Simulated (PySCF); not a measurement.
Consider `O=C=S` (COS). Coordinates in Å; atoms count from 1 in this order:
```
O    -1.2855    0.1156   -0.0125
C    -0.1296    0.1030   -0.0083
S     1.4355    0.0860   -0.0027
```

These are calculated values, ωB97X-D3(BJ)/ma-def2-TZVP in PySCF (grid level 2) at geometries from PBE0-D3(BJ)/ma-def2-SVP. The prefix ma- adds one diffuse s and one diffuse p function on all atoms but H. Zero-point and thermal terms (298.15 K, 1 bar) come from unscaled PBE0-D3(BJ)/ma-def2-SVP harmonic frequencies, with soft modes damped to free rotors in the entropy.

Problem. What are the vertical and the adiabatic ionisation energy for forming the radical cation?

Solution. 11.33 eV vertical and 11.20 eV adiabatic, the latter with zero-point energy.

Problem. Where does the unpaired spin of the relaxed radical cation sit?

Solution. S3 (thiocarbonyl sulfur) 0.89, O1 (carbonyl oxygen) 0.19 (intrinsic atomic orbital populations).

Problem. What oxidation potential follows in dichloromethane (IEF-PCM), given that Fc+/Fc comes at 4.70 V absolute with this functional and basis?

Solution. In the gas phase ΔG of oxidation is 11.176 eV, and solvation is -3.4 kJ/mol for the parent and -254.7 kJ/mol for the product, so the absolute potential is 8.57 V, or 3.87 V against Fc+/Fc. Fc+/Fc in dichloromethane, 4.70 V, is ωB97X-D3(BJ)/ma-def2-TZVP on PBE0-D3(BJ)/def2-SVP structures with GFN2-xTB thermal terms. Benchmark calculations put it near 5.0 V in acetonitrile and DMSO, so it is about 0.3 V low, and the value against it can read up to that much too high. The solvent is electrostatics only, on gas-phase structures; the absolute scale refers to an electron at rest in vacuum.

Problem. How far is −ε(HOMO) from the vertical value by ΔSCF?

Solution. −ε(HOMO) = 11.02 eV, which is 0.31 eV below the ΔSCF value.
